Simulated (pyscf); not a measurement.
Structures and frequencies: ωB97X-D3(BJ)/def2-SVP in PySCF.

**Question.** `[GeH3][SnH3]` + `[H]` [doublet] → `[SnH3]` [doublet] + `[GeH4]`
Surface: doublet. Broken: Ge–Sn. Formed: Ge–H. Give ΔE‡ and ΔE from M06-2X/def2-TZVP, relative to the separated reactants.

**Answer.** ΔE‡ = 1.6 kcal/mol, ΔE = -27.2 kcal/mol. ωB97M-D3(BJ)/def2-TZVP gives 3.4 kcal/mol and -24.6 kcal/mol. Zero-point energy shifts the barrier by +1.5 kcal/mol. It is a substitution at Ge, with an imaginary mode of 452i cm⁻¹. One saddle was located; it need not be the lowest between these sides. The angle at the attacked Ge is 64° (front-side attack). Elements up to Kr have no core potential and no relativistic terms here. Elements past Kr carry the def2 core potentials, without spin-orbit coupling.
